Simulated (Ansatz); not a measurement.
**CH₂F−: one structure at several levels**

An exercise on one series of results from a longer session: the logs are not shown, and one member is left open.

The runs use Ansatz 0.2.0, Gaussian basis; single points in def2-TZVPPD.

Cores are frozen in the correlated methods.

## The system as given

SMILES `[CH2-]F`, 4 atoms, charge -1, spin multiplicity 1.

Atoms are counted from 1 here; the program's logs count them from 0.

Bond lengths: C1–H3 1.157 Å, C1–H4 1.130 Å. Angles: H3–C1–H4 101.7°.

As a file:

```xyz
4

C     0.0476   -0.1117   -0.4301
F     0.9614    0.7201    0.4745
H    -0.9619    0.4165   -0.2278
H    -0.0428   -1.0338    0.2176
```

The first run:

Input file run/in.yaml:

```yaml
crystal:
  periodic: [false, false, false]
  atoms:
    - {symbol: C, position_ang: [0.047600, -0.111700, -0.430100]}
    - {symbol: F, position_ang: [0.961400, 0.720100, 0.474500]}
    - {symbol: H, position_ang: [-0.961900, 0.416500, -0.227800]}
    - {symbol: H, position_ang: [-0.042800, -1.033800, 0.217600]}
basis:
  gaussian: {orbitals: "def2-TZVPPD.json"}
total_charge: -1
correlation: {method: ccsd_t}
output: {forces: true}
```

The basis file named in the input lies beside it (Basis Set Exchange, JSON).

No record of the launch command was kept for these runs.

Among the steps run: CCSD(T)/def2-TZVPPD; PBE0-D4/def2-TZVPPD; wB97M-V/def2-TZVPPD; r2SCAN-D4/def2-TZVPPD; PBE-D4/def2-TZVPPD; LC-wPBE/def2-TZVPPD; BLYP-D4/def2-TZVPPD.

One table of the session follows, with a row left open; its other results are not shown here.

```
   method  RMS force component (eV/Å)  angle to CCSD(T) forces (°)
  CCSD(T)                       0.422                    reference
  PBE0-D4                       0.462                         13.8
  wB97M-V                       0.479                          3.7
r2SCAN-D4                       0.378                          4.0
   PBE-D4                       0.295                         16.0
  LC-wPBE                           ?                            ?
  BLYP-D4                       0.353                         35.7
```

Q: Estimate the row for LC-wPBE from the others.

As computed: RMS force component (eV/Å): 0.547; angle to CCSD(T) forces (°): 11.1. In the column «RMS force component (eV/Å)» it is the highest.

Caveats from the session: The anion's highest level is positive in at least one run, so there the basis alone may hold the extra electron.
